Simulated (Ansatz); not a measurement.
**Two structures, one formula**

Two relaxed structures of CH3OS, doublet (PBE0-D4/def2-TZVP; forces vanish, vibrations not checked).

A:

C1  (0.275, 0.259, 0.007)
O2  (-0.452, -0.213, 1.099)
S3  (1.966, -0.269, -0.123)
H4  (0.124, -0.210, 1.870)
H5  (-0.260, -0.042, -0.898)
H6  (0.334, 1.361, -0.013)
(Å)

B:

```xyz
6
angstrom
C -0.1447 0.2333 -0.2747
O 1.0147 0.2270 0.0289
S 1.7426 -2.4973 0.2540
H -0.7271 -0.7018 -0.3648
H -0.6807 1.1800 -0.4771
H 2.0042 -2.0115 1.4788
```

Computed with Ansatz 0.2.0 (basis: def2-TZVPP); correlated methods freeze the cores; orbitals are unrestricted. B3LYP uses VWN-RPA correlation.

Which structure is lower at CCSD(T), and by how much? (To be estimated.)

The calculation gives: A, by 16.15 kcal/mol (electronic energy, against the other). By their contacts, A is CH₃OS ([OH][CH2][S]) and B is a complex of CH₂O ([CH2][O]) + HS.

All methods give the same order:

```csv
method,E(B) − E(A) (kcal/mol)
PBE-D4,19.38
r2SCAN-D4,19.66
PBE0-D4,21.81
B3LYP-D4,15.79
wB97M-V,18.12
HF,11.98
MP2,17.88
CCSD,16.05
CCSD(T),16.15
```

No T1 diagnostic of these runs exceeds 0.016. ⟨S²⟩ of the unrestricted Hartree–Fock references: 0.76 (a pure state has 0.75).

Labels in which every atom is bracketed show which atoms are joined, not bond orders.

For scale, one of the runs: CCSD(T)/def2-TZVPP, 146 basis functions, launched by `ansatz run in.yaml --threads 2 --pin off --events-out ev --progress --plain --max-ram 4352MiB`. Hardware: 2 CPU threads of an Arm Neoverse V2, shared host. Wall time 63 s; peak host memory 2.1 GiB.
